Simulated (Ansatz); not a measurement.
Input and output for C4H6O (`C=CCC=O`).

```yaml
crystal:
  periodic: [false, false, false]
  atoms:
    - {symbol: C, position_ang: [-0.522747, 1.147403, 1.394837]}
    - {symbol: C, position_ang: [-0.647214, 0.167199, 0.513430]}
    - {symbol: C, position_ang: [0.499717, -0.554122, -0.104015]}
    - {symbol: C, position_ang: [0.437358, -0.667728, -1.602400]}
    - {symbol: O, position_ang: [-0.474406, -0.293252, -2.284782]}
    - {symbol: H, position_ang: [0.450989, 1.498061, 1.723557]}
    - {symbol: H, position_ang: [-1.390062, 1.638658, 1.819535]}
    - {symbol: H, position_ang: [-1.635682, -0.148480, 0.192681]}
    - {symbol: H, position_ang: [0.563018, -1.589569, 0.266238]}
    - {symbol: H, position_ang: [1.460115, -0.097523, 0.163062]}
    - {symbol: H, position_ang: [1.324313, -1.157746, -2.061442]}
basis:
  gaussian: {orbitals: STO-3G, point_charges: [{charge: 2.00, position_ang: [4.128, -0.438, -0.242]}]}
hamiltonian: {xc: {name: HSE06}, dispersion: d4}
```

```sh
$ ansatz run in.yaml --threads 4 --pin off --events-out ev --progress --plain --max-ram 10444MiB
```

Shortened log:

```
Functional definition: HSE06
433 factors; integrals over basis functions are off by at most 3.6e-5 eV
77 factors; integrals over basis functions are off by at most 1.9e-7 eV
mean field evaluation 1: about -6203.3595 eV, gradient 1.7e1 eV
mean field evaluation 2: about -6201.2629 eV, gradient 3.4e1 eV
mean field evaluation 4: about -6204.1683 eV, gradient 5.8e-1 eV
mean field evaluation 8: about -6204.1086 eV, gradient 3.9e-2 eV
mean field -6204.10862197 eV, -227.9967865615 hartree, gradient 2.2e-5 eV, S^2 0.000000; 0 other end points of the search recorded, 0 dependent functions left out
reference -6204.10864382 eV, -227.9967873645 hartree; 19, 19 occupied and 12, 12 virtual orbitals, 433 factors
Total energy: -6204.25382864 eV, -228.0021228084 hartree
```

It took 0.25 s on 4 threads of an Intel Xeon 6975P-C on a shared host, with 0.45 GiB of host memory at the peak.
